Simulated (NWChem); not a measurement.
Everything below was run with NWChem. System: C2H3F, charge 0, spin multiplicity 1, at a geometry optimised with PBE0/def2-SVP. The structure started from a generated list of species. Level: EOM-CCSD/def2-SVPD, 3 core orbitals frozen.

Part of the output:

```
             Northwest Computational Chemistry Package (NWChem) 7.3.0
             --------------------------------------------------------

                                NWChem Input Module
                                -------------------

 Scaling coordinates for geometry "geometry" by  1.889725989
 (inverse scale =  0.529177249)

 Turning off AUTOSYM since
 SYMMETRY directive was detected!

                             Geometry "geometry" -> ""
                             -------------------------

 Output coordinates in angstroms (scale by  1.889725989 to convert to a.u.)

  No.       Tag          Charge          X              Y              Z
 ---- ---------------- ---------- -------------- -------------- --------------
    1 C                    6.0000     1.18153200    -0.18712500     0.00000000
    2 C                    6.0000    -0.12590100    -0.40751700     0.00000000
    3 F                    9.0000    -1.02129500     0.57432800     0.00000000
    4 H                    1.0000     1.58230300     0.82865300     0.00000000
    5 H                    1.0000     1.86999400    -1.03247000     0.00000000
    6 H                    1.0000    -0.59442500    -1.39728600     0.00000000

 Effective nuclear repulsion energy (a.u.)      67.6383997719

            Nuclear Dipole moment (a.u.)
            ----------------------------
        X                 Y               Z
 ---------------- ---------------- ----------------
     0.0000056692    -0.0000056692     0.0000000000

      Symmetry information
      --------------------

 Group name             Cs
 Group number              2
 Group order               2
 No. of unique centers     6

      Symmetry unique atoms

     1    2    3    4    5    6


 Summary of "ao basis" -> "" (spherical)
 ------------------------------------------------------------------------------
       Tag                 Description            Shells   Functions and Types
 ---------------- ------------------------------  ------  ---------------------
 *                         def2-svpd                  on all atoms

 Summary of "ao basis" -> "ao basis" (spherical)
 ------------------------------------------------------------------------------
       Tag                 Description            Shells   Functions and Types
 ---------------- ------------------------------  ------  ---------------------
 C                         def2-svpd                 8       20   4s2p2d
[...]
   0.0395749237089   0.3169088136073    8.62353     2.4     2.4

 Iteration   5 using   10 trial vectors
   0.0204766534206   0.2870035718675    7.80977
   0.0271189576692   0.3147519818731    8.56484     2.0     2.0

 Iteration   6 using   12 trial vectors
   0.0135559066189   0.2864910874000    7.79582
   0.0252674784829   0.3136135137667    8.53386     2.2     2.2

 Iteration   7 using   14 trial vectors
   0.0090373874406   0.2864363115076    7.79433
   0.0202431884853   0.3131399378196    8.52097     2.3     2.3

 Iteration   8 using   16 trial vectors
   0.0051548115775   0.2863987498300    7.79331
   0.0135871633206   0.3128650419416    8.51349     2.1     2.1

 Iteration   9 using   18 trial vectors
   0.0033340524068   0.2863690849390    7.79250
   0.0100588035403   0.3126567125020    8.50783     2.1     2.1

 Iteration  10 using   20 trial vectors
   0.0018354953342   0.2863727086056    7.79260
   0.0061523922253   0.3125872847788    8.50594     2.3     2.3

 Iteration  11 using   22 trial vectors
   0.0010960579487   0.2863685699028    7.79249
   0.0043287557799   0.3125492402080    8.50490     2.2     2.2

 Iteration  12 using   24 trial vectors
   0.0008051128756   0.2863625486930    7.79232
   0.0035954794650   0.3125105274167    8.50385     2.3     2.3

 Iteration  13 using   26 trial vectors
   0.0005987957930   0.2863630473194    7.79234
   0.0032310499247   0.3125164016475    8.50401     2.3     2.3

 Iteration  14 using   28 trial vectors
   0.0004278152278   0.2863625019439    7.79232
   0.0025442221643   0.3125145351138    8.50396     2.5     2.5

 Iteration  15 using   30 trial vectors
   0.0002275975555   0.2863616063272    7.79230
   0.0014561560000   0.3125081702335    8.50378     2.5     2.5

 Iteration  16 using   32 trial vectors
   0.0001191198234   0.2863625241773    7.79232
   0.0008999160483   0.3125043954246    8.50368     2.5     2.5

 Iteration  17 using   34 trial vectors
   0.0000701464534   0.2863625203961    7.79232
   0.0005575220617   0.3125032713682    8.50365     2.6     2.6

 Iteration  18 using   36 trial vectors
   0.0000440740556   0.2863624555203    7.79232
   0.0003540478339   0.3125036802778    8.50366     2.6     2.6

 Iteration  19 using   38 trial vectors
   0.0000283193778   0.2863624277272    7.79232
   0.0002364576145   0.3125037020268    8.50366     3.3     3.3

 Iteration  20 using   40 trial vectors
   0.0000172045492   0.2863624136474    7.79232
   0.0001582604210   0.3125039986768    8.50367     4.2     4.2

 Iteration  21 using   42 trial vectors
   0.0000100646403   0.2863624081849    7.79232
   0.0001038817855   0.3125035948255    8.50366     4.3     4.3

 Iteration  22 using   44 trial vectors
   0.0000052788016   0.2863623979432    7.79232
   0.0000600196769   0.3125031733582    8.50365     4.5     4.5

 Iteration  23 using   45 trial vectors
   0.0000026689678   0.2863624092975    7.79232
   0.0000324564992   0.3125032457630    8.50365     3.1     3.1

 Iteration  24 using   46 trial vectors
   0.0000014194476   0.2863624065546    7.79232
   0.0000170999054   0.3125032931915    8.50365     3.2     3.2

 Iteration  25 using   47 trial vectors
   0.0000008250937   0.2863624058368    7.79232
   0.0000083914262   0.3125033056267    8.50365     3.2     3.2
 --------------------------------------------------------------
 Iterations converged

 Excited state root  1
 Excitation energy / hartree =        0.286362343815014
                   / eV      =        7.792319165674744

 EOM-CCSD transition moments / hartree
 --------------------------------------------
 X    0.0000000 Y    0.0000000 Z    0.5149383
 Oscillator Strength                0.0506215
 --------------------------------------------

 EOM-CCSD dipole moments / hartree & Debye
 ------------------------------------
   X        -0.6443961     -1.6379040
   Y        -0.6007687     -1.5270133
   Z        -0.0000000     -0.0000000
 Total       0.8810048      2.2393077
 ------------------------------------

 Singles contributions
    13a'  (alpha) ---    12a"  (alpha)        0.8972861827
    14a'  (alpha) ---    12a"  (alpha)       -0.1219389845
    21a'  (alpha) ---    12a"  (alpha)        0.1402723075
    27a'  (alpha) ---    12a"  (alpha)        0.1345999946
    29a'  (alpha) ---    12a"  (alpha)        0.1021752781

 Doubles contributions

 Excited state root  2
 Excitation energy / hartree =        0.312503259275706
                   / eV      =        8.503649970692241

 Task  times  cpu:      261.3s     wall:      261.3s

 Total times  cpu:      261.3s     wall:      261.3s
```

Question: Write an NWChem input that would produce this output.

Answer: One answer among several that fit: 
```
start mol
memory heap 100 mb stack 700 mb global 1900 mb
geometry units angstroms nocenter noautoz
  C      1.181532    -0.187125     0.000000
  C     -0.125901    -0.407517     0.000000
  F     -1.021295     0.574328     0.000000
  H      1.582303     0.828653     0.000000
  H      1.869994    -1.032470     0.000000
  H     -0.594425    -1.397286     0.000000
  symmetry group Cs
end
basis spherical
  * library def2-svpd
end
scf
  rhf
  nopen 0
  maxiter 100
  thresh 1e-7
  semidirect memsize 60000000 filesize 0
end
tce
  freeze core 3
  ccsd
  nroots 2
  2eorb
  2emet 13
  thresh 1e-5
  maxiter 200
  tilesize 24
  dipole
end
task tce energy
```
